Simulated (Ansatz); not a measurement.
Results of PBE0 (Ansatz, an electronic-structure program, plane waves, PAW) for diamond-structure Ge.

Settings: plane-wave cutoff 460 eV, 8×8×8 k mesh, Fermi–Dirac smearing 0.01 eV, scalar-relativistic PAW data made under PBE.

Cell (relaxed at this level):

```
Ge
1.0
    0.00000     2.83906     2.83906
    2.83906     0.00000     2.83906
    2.83906     2.83906     0.00000
Ge
2
Direct
  0.00000   0.00000   0.00000
  0.25000   0.25000   0.25000
```

**Question.** What does this level give for the bulk modulus B0, band gap, width of the whole s-p valence band and pressure derivative B′ of the bulk modulus?

**Answer.** 
- bulk modulus B0 = 74.1 GPa
- band gap = 1.26 eV (on the SCF k mesh) (direct)
- width of the whole s-p valence band = 14.12 eV
- pressure derivative B′ of the bulk modulus = 4.6

Measured, for comparison: band gap 0.79 eV (measured zero-point renormalisation of 52 meV added back here; inputs from Miglio et al. (2020), arXiv:2011.12765); bulk modulus 77.3 GPa (low-temperature value with the zero-point effect removed, our sources range from 77.3 to 79.4; as tabulated in Tanner et al. (2021), arXiv:2110.11888). Computed (rounded) less measured: bulk modulus -4 % (-4 % to -7 % over the range).

Spin–orbit coupling is not included.

Static lattice: no zero-point or thermal effects.

It cost very roughly 21 core-minutes of CPU time.
